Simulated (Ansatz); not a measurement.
Gas-phase reaction in SMILES: C#C (C2H2) -> C#C (C2H2) as doublet, charge +1 + e-

Wanted: adiabatic ionisation energy (0 K, with zero-point energies), in eV. Set-up: open shells spin-unrestricted; spin-orbit terms left out; non-relativistic; six Cartesian d functions in 6-31G* and its kin unless marked 5d; dispersion terms only where a functional's name holds one. Ab initio and DFT rows: single points at B3LYP-D3(BJ) geometries (Ansatz, an electronic-structure program), with unscaled harmonic terms from B3LYP/6-31G* at its own minima.

| species | coefficient | E at HF/6-31G* (Ansatz), Eh | E at PBE/def2-TZVPD (Ansatz), Eh | zero-point energy, kcal/mol |
|---|---|---|---|---|
| C#C (C2H2) | -1 | -76.81748 | -77.25138 | 16.71 |
| C#C (C2H2) as doublet, charge +1 | +1 | -76.46237 | -76.83782 | 16.35 |

Measured values: CCCBDB table in ASE; they hold spin-orbit and core effects.  Value to compare with, the measured value: 11.40 eV. 1 Eh = 27.2114 eV and 1 eV = 23.0605 kcal/mol.

**Question.** Compute it at each level from the table, and compare with the measured value.

**Answer.** 
- HF/6-31G*: the sum of coefficient times E is 0.35511 Eh, or 9.663 eV; the thermal terms add -0.016. Result: 9.65 eV. Its error against the measured value is -1.75 eV.
- PBE/def2-TZVPD: the sum of coefficient times E is 0.41356 Eh, or 11.254 eV; the thermal terms add -0.016. Result: 11.24 eV. Its error against the measured value is -0.16 eV.
